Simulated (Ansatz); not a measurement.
Molecule: C$_{3}$H$_{6}$Cl, charge 0, multiplicity 2. It need not be the lowest isomer of its formula. SMILES: [CH](C)CCl
Coordinates optimised at B3LYP-D3(BJ)/def2-TZVP (Ansatz, a quantum-chemistry and plane-wave program):
```
C
H 1 1.0835
C 1 1.4524 2 117.79
H 3 1.0847 1 114.16 2 -29.37
H 3 1.0866 4 111.08 1 130.32
C 1 1.4826 2 118.74 3 165.49
H 6 1.0912 1 111.73 2 37.76
H 6 1.0926 7 108.82 1 -123.75
H 6 1.0993 7 106.93 8 -114.92
Cl 3 1.8926 4 103.42 5 109.80
```
Charge 0, spin multiplicity 2.

Computed values are from Ansatz. Valence correlation only, unless marked. UHF or UKS for open shells. Spin-orbit coupling is left out. No relativistic terms. Basis-set limits of correlation are two-point, X^-3; Hartree-Fock from the larger set. [CCSD(T)-MP2]/basis is that difference in the basis named.

The atomisation energy De is 3687.4 kJ/mol at RI-MP2/CBS(cc-pV(T+d)Z,cc-pV(Q+d)Z)+[CCSD(T)-MP2]/cc-pV(D+d)Z and the total energy is -577.4746 Eh at RI-MP2/CBS(cc-pV(T+d)Z,cc-pV(Q+d)Z)+[CCSD(T)-MP2]/cc-pV(D+d)Z. The dipole moment is 2.40 D at wB97M-V/def2-TZVPD and the T1 diagnostic comes out as 0.013 at CCSD/aug-cc-pV(D+d)Z.
